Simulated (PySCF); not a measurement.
# C3H3NS: the cost of one run

Programs: PySCF 2.14.0, with routines of our own; each step states its level. All values are computed. Atoms count from 0.

## 1. The system as given

8 atoms, charge 0, multiplicity 1; geometry from: GFN2-xTB.

## 2. Optimising the geometry at BHandHLYP/def2-SVP

Job settings and geometry (Å):

```
{"job": {"xc": "BHandHLYP", "basis": "def2-SVP", "grid": 1, "kind": "geom"}, "charge": 0, "multiplicity": 1}
C      0.557613     0.818663     0.370718
C      1.009155    -0.425688     0.677459
S     -0.271563    -1.567117     0.569468
C     -1.318675    -0.256932     0.115273
N     -0.756564     0.891387     0.056987
H      1.147663     1.716684     0.359718
H      1.996023    -0.735207     0.954699
H     -2.354596    -0.432378    -0.094054
```

Run with:

```
$ OMP_NUM_THREADS=1 python excited_run.py task.json out
```

One launch serves the whole session: the jobs run in the order shown.

**Question.** How long does this first job take on 1 thread of Arm Neoverse V1, shared host, and how much memory does it need?

About 18 s, with a peak of 0.46 GiB.
